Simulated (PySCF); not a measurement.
**Electric properties by functional and basis**

1-methylcyclopropene, C4H6.
SMILES: `CC1=CC1`

PySCF, dipoles from the SCF density, polarisabilities from static response with core orbitals frozen. Isolated species at its PBE0-D3(BJ)/def2-SVP geometry, gas phase.

Reference dipole: 0.840 D (measured, gas; NIST CCCBDB Release 22 (SRD 101), experimental dipoles). The anisotropy is √(½[(α1 − α2)² + (α2 − α3)² + (α3 − α1)²]).

```
              level  μ (D)  error (%)  α (Å³)  anisotropy (Å³)
      LDA/def2-SVPD  0.957      +13.9    7.32             2.64
      PBE/def2-SVPD  0.932      +10.9    7.23             2.63
    B3LYP/def2-SVPD  0.908       +8.1    7.10             2.51
     PBE0/def2-SVPD  0.922       +9.7    7.01             2.48
BHandHLYP/def2-SVPD  0.899       +7.0    6.90             2.39
CAM-B3LYP/def2-SVPD  0.903       +7.5    6.98             2.40
  wB97X-D/def2-SVPD  0.912       +8.6    6.99             2.40
  LC-wPBE/def2-SVPD  0.901       +7.3    6.77             2.30
       HF/def2-SVPD  0.893       +6.4    6.75             2.27
        PBE0/6-31G*  0.912       +8.6    5.85             2.62
      PBE0/def2-SVP  0.951      +13.2    6.14             2.60
     PBE0/def2-TZVP  0.937      +11.5    6.89             2.56
```

For the dipole, the smallest error is 6.4% (HF/def2-SVPD) and the largest 13.9% (LDA/def2-SVPD). The dipole runs from 0.89 D (HF/def2-SVPD) to 0.96 D (LDA/def2-SVPD). No reference polarisability is at hand; against PBE0 in the largest diffuse basis at hand (def2-SVPD) the other PBE0 rows deviate by 6-31G* -16%, def2-SVP -12%, def2-TZVP -2%. In one basis (def2-SVPD) the functionals order the polarisability from HF (lowest) to LDA (highest), a spread of 8%. With PBE0 the polarisability is 6.29 Å³ without diffuse functions (mean of 6-31G*, def2-SVP and def2-TZVP) and 7.01 Å³ with them (def2-SVPD). Measured values can belong to vibrating molecules and may average over conformers; the computed ones are for one fixed geometry.
